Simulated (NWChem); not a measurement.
A series in which one site is exchanged, each optimised at PBE0/def2-SVP with NWChem, gas phase unless a solvent is named. This build's default masses of Se (78.918 u) and Br (79.917 u) are each other's, which moves their modes by up to 0.6 %. For some, no frequency run checked for a minimum. def2 effective core potentials on I; no spin-orbit coupling.

A: F[Si](F)(F)I (SiIF3; site = I)
B: F[Si](F)(F)F (SiF4; site = F)
C: F[Si](F)(F)Br (SiBrF₃; site = Br)
D: F[SiH](F)F (SiHF$_{3}$; site = H)

| quantity | A | B | C | D |
|---|---|---|---|---|
| dipole (D), PBE0/def2-SVP | 1.27 | 0.00 | (withheld) | 1.49 |
| orbital gap (eV), PBE0/def2-SVP | 7.80 | 12.98 | (withheld) | 12.66 |
| vertical ionisation energy, ΔSCF, PBE0/def2-SVP (eV) | 11.12 | 15.32 | (withheld) | 14.05 |
| lowest singlet excitation, PBE0/def2-SVPD, TDA (eV) | 6.06 | 10.82 | (withheld) | 10.64 |

Problem. Some entries are withheld; supply them.

Solution. 
- dipole (D), PBE0/def2-SVP, C: 0.94
- orbital gap (eV), PBE0/def2-SVP, C: 9.55
- vertical ionisation energy, ΔSCF, PBE0/def2-SVP (eV), C: 12.36
- lowest singlet excitation, PBE0/def2-SVPD, TDA (eV), C: 7.52
